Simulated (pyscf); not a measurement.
Optimised with ωB97X-D3(BJ)/def2-SVP in PySCF. Correlated levels are frozen-core, on RHF or UHF. ΔMP2 is the change of the MP2 total energy from the triple- to the quadruple-zeta basis.

**Question.** Estimate the classical barrier height and the reaction energy of HO–PH–O–SiH₃ -> HO–PH–OH + SiH₂ [singlet] at CCSD(T)/def2-TZVPP + ΔMP2(QZVPP). The step runs on the singlet surface, breaks O–Si, H–Si and forms H–O; take the reactant's lowest minimum found as zero.

**Answer.** ΔE‡ = 3.61 eV, ΔE = +3.39 eV. Zero-point energy shifts the barrier by -0.13 eV. It is a 1,1-elimination, with an imaginary mode of 1569i cm⁻¹. On the product side the descent ends in an adduct with a O–Si contact, 0.80 eV under the separated species and 0.86 eV under the saddle at ωB97X-D3(BJ)/def2-TZVP. What is counted as broken (O–Si) persists as a longer contact in the product adduct; parting that adduct is a step of its own. At ωB97X-D3(BJ) the barrier from the zero used here is 3.72 eV. HO–PH–O–SiH₃ lies 0.70 eV over its isomer HO–SiH₂–O–PH₂, and others may lie lower still (electronic energy, ωB97M-D3(BJ)). This is the saddle that the search found; another between the same sides may lie lower. The CCSD(T) − MP2 part came from Ansatz, without density fitting, on the same reference.
